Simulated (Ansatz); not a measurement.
**SiB2H6: small, medium and large basis sets**

One table from this session's results is given with a row withheld; the runs are named, their logs left out.

Computed with Ansatz 0.2.0, Gaussian basis. Level: one geometry, several basis sets.

Plan: PBE0-D4/def2-SVP; ωB97M-V/def2-SVP; PBE0-D4/def2-QZVPP; ωB97M-V/def2-QZVPP; the functionals' def2-TZVPP values are taken from earlier runs.

1 further run of the same task is left out (it didn't finish).

## The relaxed structure

The geometry comes from an earlier relaxation with PBE0-D4 in a triple-zeta def2 set; it is a stationary point, not always the lowest conformer.

SMILES `B[SiH2]B`, 9 atoms, charge 0, spin multiplicity 1.

Atoms are counted from 1 here; the program's logs count them from 0.

Bond lengths: B1–Si2 2.009 Å, B1–H4 1.195 Å, B1–H5 1.195 Å, Si2–B3 2.009 Å, Si2–H6 1.491 Å, Si2–H7 1.491 Å, B3–H8 1.195 Å, B3–H9 1.195 Å. Angles: Si2–B1–H4 120.8°, Si2–B1–H5 120.9°, H4–B1–H5 118.2°, B1–Si2–B3 100.9°, B1–Si2–H6 111.7°, B1–Si2–H7 111.5°, B3–Si2–H6 111.7°, B3–Si2–H7 111.5°, H6–Si2–H7 109.3°, Si2–B3–H8 120.8°, Si2–B3–H9 120.9°, H8–B3–H9 118.2°.

Coordinates:

```xyz
9

B    -0.9808    0.4713   -1.1759
Si    0.6839    0.5026   -0.0526
B     0.3088   -1.0011    1.2250
H    -1.0550   -0.2283   -2.1421
H    -1.9457    1.1026   -0.8614
H     0.8436    1.8026    0.6589
H     1.9012    0.2351   -0.8706
H     0.6067   -2.1259    0.9520
H    -0.2744   -0.8052    2.2496
```

Set-up of the first run:

in.yaml

```yaml
crystal:
  periodic: [false, false, false]
  atoms:
    - {symbol: B, position_ang: [-0.980835, 0.471313, -1.175893]}
    - {symbol: Si, position_ang: [0.683947, 0.502563, -0.052620]}
    - {symbol: B, position_ang: [0.308783, -1.001149, 1.224984]}
    - {symbol: H, position_ang: [-1.054953, -0.228260, -2.142060]}
    - {symbol: H, position_ang: [-1.945659, 1.102578, -0.861426]}
    - {symbol: H, position_ang: [0.843599, 1.802600, 0.658905]}
    - {symbol: H, position_ang: [1.901181, 0.235107, -0.870624]}
    - {symbol: H, position_ang: [0.606705, -2.125899, 0.951953]}
    - {symbol: H, position_ang: [-0.274368, -0.805153, 2.249580]}
basis:
  gaussian: {orbitals: def2-SVP}
hamiltonian: {xc: pbe0, dispersion: d4}
output: {orbitals: {seedname: orbitals}}
```

Started as:

```bash
$ ansatz run in.yaml --threads 2 --pin off --events-out ev --progress --plain --max-ram 4352MiB
```

Steps of the session up to this table: PBE0-D4 in def2-SVP; ωB97M-V in def2-SVP; PBE0-D4 in def2-QZVPP; ωB97M-V in def2-QZVPP.

One of the session's tables, all rows but one given; the rest of the session is left out.

| functional | basis | HOMO (eV) | LUMO (eV) |
| --- | --- | --- | --- |
| PBE0-D4 | def2-SVP | ? | ? |
| PBE0-D4 | def2-TZVPP | -7.96 | -3.05 |
| PBE0-D4 | def2-QZVPP | -7.97 | -3.05 |
| ωB97M-V | def2-SVP | -10.05 | -0.99 |
| ωB97M-V | def2-TZVPP | -10.07 | -1.11 |
| ωB97M-V | def2-QZVPP | -10.07 | -1.13 |

Estimate the missing values for PBE0-D4, def2-SVP.

The run gave: HOMO (eV): -7.98; LUMO (eV): -3.02. In the column «HOMO (eV)» it lies between ωB97M-V, def2-SVP (-10.05) and PBE0-D4, def2-QZVPP (-7.97).
